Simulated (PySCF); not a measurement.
## Name the molecule from its bond curve

A diatomic of charge +1 contains B. Its triplet curve at PBE0 in a triple-zeta basis (no relativity, PySCF), in eV from the separated fragments:

R (Å), E (eV) and a bar:
```
    1.805     -2.195 ##############################
    1.889     -2.543 #############
    1.973     -2.730 ####
    2.036     -2.794 #
    2.099     -2.811 
    2.162     -2.794 #
    2.246     -2.733 ####
    2.351     -2.622 #########
    2.477     -2.468 #################
    2.645     -2.258 ###########################
```

The fit gives ωe = 554 cm⁻¹ and the rotational constant Bₑ = 0.4862 cm⁻¹.

Task: Which atom is the partner?

Result: The minimum lies at 2.095 Å, so the reduced mass is 16.8576 u Å² cm⁻¹/(Bₑ·Re²) = 7.900 u. With B at 11.01 u the partner weighs about 28.0 u: Si. The molecule is SiB⁺.

The state was picked by a PBE0 search and need not be the measured ground state.
